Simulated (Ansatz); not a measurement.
Two structures of BNH$_{4}$O, singlet, reached by relaxing down either side of one saddle point (PBE0-D4/def2-TZVP). Energies are electronic, without zero-point energy. Program: Ansatz 0.2.0. Basis: def2-TZVPP and def2-QZVPP. Cores are frozen in the correlated methods. Extrapolation: Hartree–Fock as exp(−7.88 √X), correlation as X^−2.97. First:

| atom | x (Å) | y (Å) | z (Å) |
| --- | --- | --- | --- |
| B1 | -0.5993 | 0.0505 | 0.0333 |
| N2 | 0.6257 | -0.4431 | 0.5092 |
| O3 | -0.7224 | 0.8545 | -1.0663 |
| H4 | 0.1076 | 1.0637 | -1.5007 |
| H5 | -1.6086 | -0.2374 | 0.6093 |
| H6 | 1.5229 | -0.2564 | 0.0945 |
| H7 | 0.6741 | -1.0318 | 1.3208 |

Second:

B1  (-0.975, 0.084, -0.250)
N2  (0.681, -0.077, 0.189)
O3  (-1.185, 1.012, -1.051)
H4  (1.137, 0.665, -0.335)
H5  (-1.586, -0.772, 0.340)
H6  (1.081, -0.973, -0.075)
H7  (0.847, 0.060, 1.183)
(Å)

(1) Which bonds change from the first to the second?

(2) Give the saddle point's structure and its height above each. (An estimate is asked for; the value comes from the calculation.)

The T1 diagnostic stays at or below 0.018.

Results:

(1) BNH₄O ([NH2][BH][OH]) → BHO ([BH][O]) + NH₃ (still joined by a long B–N bond); bonds formed: N2–H4; bonds broken: O3–H4; bonds weakened to dative contacts: B1–N2.

(2) Computed: 2.116 eV above the first and 0.778 eV above the second (CCSD(T) at an estimated basis limit (MP2 extrapolated from triple and quadruple zeta, plus CCSD(T) − MP2 in triple zeta)).
```tsv
atom	x (Å)	y (Å)	z (Å)
B1	-0.8294	-0.0057	-0.1494
N2	0.6864	-0.1540	0.2540
O3	-0.7684	1.0022	-0.9658
H4	0.4820	0.7776	-0.5490
H5	-1.7085	-0.7037	0.2604
H6	1.1865	-0.9782	-0.0583
H7	0.9512	0.0618	1.2081
```

Labels in which every atom is bracketed show which atoms are joined, not bond orders.

For scale, one of the runs: CCSD(T)/def2-TZVPP, 149 basis functions, launched by `ansatz run in.yaml --threads 2 --pin off --events-out ev --progress --plain --max-ram 4352MiB`. Time: 14 s of wall clock on 2 CPU threads of an Arm Neoverse V2; the host was shared. Peak host memory: 1 GiB.
